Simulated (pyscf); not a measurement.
SbH₂• + H₂O → HO–SbH• + H₂, a four-centre exchange (doublet surface; H–Sb, H–O broken, O–Sb, H–H formed). Structures and frequencies: ωB97X-D3(BJ)/def2-SVP in PySCF. Energies in eV from the separated reactants.

Small-basis levels: PySCF, no dispersion term, spherical d functions. Open shells are spin-unrestricted. 

Quick B3LYP/LANL2DZ single points give ΔE‡ = 1.56 eV and ΔE = -0.01 eV. What does ωB97M-D3(BJ)/def2-TZVP give, and how far is the quick result from it?

ωB97M-D3(BJ)/def2-TZVP gives ΔE‡ = 1.77 eV and ΔE = +0.19 eV. B3LYP/LANL2DZ lies 0.21 eV under it in the barrier and 0.20 eV under it in the reaction energy, so on this step it does not hold to within 0.13 eV. ωB97M-D3(BJ)/def2-TZVP has limits of its own. At the saddle there is also a short H–Sb contact that neither side keeps. This is the saddle that the search found; another between the same sides may lie lower. In the def2 sets elements past Kr carry core potentials, without spin-orbit coupling.
